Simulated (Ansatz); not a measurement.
A nudged elastic band was laid between two geometries of AlClH$_{2}$ (4 atoms, charge 0, multiplicity 1).

The calculation used RKS PBE0/def2-SVP in Ansatz.

```json
{"movable images": "7", "climbing image": "yes", "spring": "5.0 eV/Å²", "optimiser": "lbfgs", "start path": "through a guess of the saddle point", "force threshold": "0.03 eV/Å", "iteration limit": "60", "end points": "relaxed", "largest step": "0.02 Å"}
```

First end point:

```xyz
4
Properties=species:S:1:pos:R:3
Al 0.460 0.000 0.121
Cl 0.819 0.000 2.197
H 1.714 0.000 -0.837
H -1.046 0.000 -0.356
```

Last end point:

```xyz
4
Properties=species:S:1:pos:R:3
Al -0.429 0.000 -1.024
Cl 1.369 0.000 1.253
H 2.504 0.000 0.642
H -1.497 0.000 0.253
```

(1) What changes between the two ends?

(2) What energy profile does the band end with?

(3) What is the geometry of the highest image?

Answers

(1) Bonds broken: Al1–Cl2, Al1–H3. Bonds formed: Cl2–H3. AlClH2 becomes AlH + ClH.

(2) It converged. The highest image is number 5 of 0 to 8, 3.07 eV above the first end and 0.30 eV above the last; the last end lies 2.77 eV above the first. Another band between the same ends (7 images) ends at a top of the same energy, where a vibrational analysis finds 1 clearly imaginary mode. The orbitals stay closed-shell, which can raise the energy where a bond breaks towards radicals; this wasn't checked here.

```tsv
image	path coordinate (Å)	energy (eV)	Al1–Cl2 (Å)	Al1–H3 (Å)	Cl2–H3 (Å)
0	0.00	0.00	2.11	1.58	3.16
1	0.31	0.16	2.10	1.57	2.85
2	0.62	0.69	2.12	1.56	2.51
3	0.94	1.63	2.22	1.56	2.17
4	1.26	2.66	2.39	1.61	1.86
5	1.58	3.07	2.58	1.75	1.56
6	2.06	2.87	2.98	2.30	1.32
7	2.53	2.81	2.99	2.88	1.29
8	3.01	2.77	2.90	3.37	1.29
```

(3) 
```xyz
4
Properties=species:S:1:pos:R:3:forces:R:3
Al 0.206 0.000 -0.599 0.00 0.00 -0.02
Cl 1.338 0.000 1.715 -0.03 0.00 -0.01
H 1.761 0.000 0.214 0.00 0.00 0.01
H -1.359 0.000 -0.205 0.02 0.00 0.03
```

Time of the run: 5.1 min on 1 thread of Arm Neoverse V1 (shared host), peak memory 0.091 GiB.
